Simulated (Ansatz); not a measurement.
Energy needed to pull apart Al2H2O (SMILES [O]1[AlH][AlH]1), closed shell, into free ground-state atoms, from the structure below (displaced at random from a GFN2-xTB minimum); no zero-point or spin–orbit terms; open-shell atoms are treated unrestricted, in their ground-state multiplicity.

O1  (-0.717, 0.355, 0.805)
Al2  (-0.511, -1.184, -0.127)
Al3  (0.715, 1.054, -0.131)
H4  (-1.083, -2.695, -0.291)
H5  (1.647, 2.384, -0.275)
(Å)

Ansatz 0.2.0; basis: def2-TZVPP; cores frozen in the correlated methods.

| method | atomization energy (kJ/mol) |
| --- | --- |
| PBE-D4 | 1412 |
| revPBE-D4 | ? |
| r2SCAN-D4 | 1414 |
| PBE0-D4 | ? |
| wB97X-V | 1401 |
| wB97M-V | 1395 |
| HF | 932 |
| MP2 | 1406 |
| CCSD | 1326 |
| CCSD(T) | 1362 |

Task: What does revPBE-D4 give? (Judge from chemistry; the value comes from the calculation.)

Result: The calculation gives: 1375 kJ/mol, which is about 13 kJ/mol more than CCSD(T)/def2-TZVPP.

Task: What does PBE0-D4 give? (To be estimated.)

Result: By the calculation: 1362 kJ/mol, which is about 1 kJ/mol more than CCSD(T)/def2-TZVPP.

In triple zeta the MP2 and coupled-cluster atomization energies are still short of their basis limit by a few kcal/mol a bond, whereas those of the functionals are nearly converged, so these differences are not deviations from converged CCSD(T).

T1 diagnostic: at most 0.020.

For scale, one of the runs: CCSD(T)/def2-TZVPP forces, 143 basis functions (an equivalent command: `ansatz run in.yaml --threads 4`). Time: 22 s of wall clock on 4 CPU threads; the host was shared. Peak host memory: 1.4 GiB.
